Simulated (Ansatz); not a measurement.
Species: C4H5, charge 0, multiplicity 2. It need not be the lowest isomer of its formula. 
Structure (B3LYP-D3(BJ)/def2-TZVP (Ansatz, a quantum-chemistry and plane-wave program) minimum search):
SMILES: [CH]=CC=C
```xyz
9

C      0.6172     1.8150    -0.0118
C      0.6302     0.5024    -0.0026
C     -0.5602    -0.3480     0.0017
C     -0.5154    -1.6802     0.0110
H     -0.1084     2.6133    -0.0183
H      1.5870    -0.0195     0.0023
H     -1.5187     0.1605    -0.0032
H      0.4276    -2.2140     0.0160
H     -1.4181    -2.2759     0.0139
```
Charge 0, spin multiplicity 2.

Parts of the frozen-core correlation energy in cc-pVTZ (Ansatz, hartree). Frozen orbitals: 4; correlated occupied orbitals by spin: 11 and 10; virtual: 175 and 176. UHF or UKS for open shells. Spin-orbit coupling is left out. No relativistic terms.

```csv
term,value
reference (HF),-154.33753
MP2 opposite-spin,___
MP2 same-spin,___
CCSD correlation,-0.63712
(T),___
T1 diagnostic,0.049
largest doubles amplitude,0.107
<S^2> of the reference,1.247
```

### Question
Complete the blanks.

### Answer

- MP2 opposite-spin, value: -0.44199
- MP2 same-spin, value: -0.13748
- (T), value: -0.03055
